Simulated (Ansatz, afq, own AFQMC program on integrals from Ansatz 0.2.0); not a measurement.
# CHSi, quartet: AFQMC among the cluster methods

```yaml
atoms:
  - { symbol: Si, position_ang: [0.0000, -0.1626, 1.4393] }
  - { symbol: C, position_ang: [0.0000, 0.2684, -3.5150] }
  - { symbol: H, position_ang: [0.0000, 1.3316, 1.7806] }
```

Connectivity, by distances: SiH ··· C.

Basis cc-pVDZ. Only valence electrons are correlated. Ansatz 0.2.0 and our own AFQMC program on the same integrals; the CISD trial comes from CCSD amplitudes, and released means the phaseless constraint is let go. Uncertainties: one standard error, sampling alone.

Determinant: UHF, the one that the program's search chose, which needn't be the lowest solution. The geometry is a point of a scan.

No full CI on the walks' own integrals is used here; CCSDT(Q) serves as the reference and is uncertain by about the last step of the cluster series.

Cautions: lower spins were not checked.

* T1 diagnostic: 0.0133
* weight of the determinant in the CISD state: 0.884
* ⟨S²⟩ of the determinant: 3.772
* size of the correlated space: 9 electrons in 31 orbitals

```csv
level,correlation energy (eV)
MP2,-3.1766
CCSD,-4.4151
CCSD(T),-4.4861
```

Q: Estimate where AFQMC with the constraint released lies against CCSD(T) on the same integrals.

A: 0.8 ± 1.2 kJ/mol below CCSD(T). The gap is under twice the noise, so this walk alone can't tell the two apart.

Reference: CCSDT(Q), correlation energy -4.512 eV. The released energy is read at 2.40 1/Eh (meV from the phaseless value at times in 1/Eh: -1 ± 10 at 0.24, -2 ± 9 at 0.51, -10 ± 8 at 0.99, -20 ± 12 at 1.62, -5 ± 13 at 2.40).

| level | E − E(reference) (kJ/mol) | share of correlation (%) |
| --- | --- | --- |
| CCSD(T) | 2.5 | 99.43 |
| CCSDT | 0.2 | 99.96 |
| ph-AFQMC/CISD | 2.1 ± 1.0 | 99.52 |
| released AFQMC | 1.6 ± 1.2 | 99.63 |

A walk keeps the symmetry of its determinant, which the program's search chose and which needn't be the lowest solution, so a lower state of the same spin and another symmetry isn't excluded. Released energies are given only where the last usable release times agree within the noise; a slower fall can still hide under it.
